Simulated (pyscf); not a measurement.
Single points on ωB97X-D3(BJ)/def2-SVP structures (PySCF, gas phase).

Q: Estimate the classical barrier height and the reaction energy of `[NH2][SiH3]` + `[H]` [doublet] → `[SiH3]` [doublet] + `[NH3]` at ωB97M-D3(BJ)/def2-TZVP. The step runs on the doublet surface, breaks N–Si and forms H–N; take the separated reactants as zero.

A: ΔE‡ = 0.65 eV, ΔE = -0.27 eV. CCSD(T)/def2-TZVPP + ΔMP2(QZVPP) gives 0.61 eV and -0.36 eV. Zero-point energy shifts the barrier by +0.08 eV. It is a substitution at N, with an imaginary mode of 1879i cm⁻¹. On the product side the descent ends in a complex, 0.18 eV under the separated species and 1.16 eV under the saddle at ωB97X-D3(BJ)/def2-TZVP. At ωB97X-D3(BJ) the barrier from the zero used here is 0.77 eV. The same reactants have a lower exit, to H₂N–SiH₂• + H₂ (barrier +0.17 eV at ωB97M-D3(BJ), against +0.65 eV here). This is the saddle that the search found; another between the same sides may lie lower. The angle at the attacked N is 129°. The CCSD(T) − MP2 part came from Ansatz, without density fitting, on the same reference.
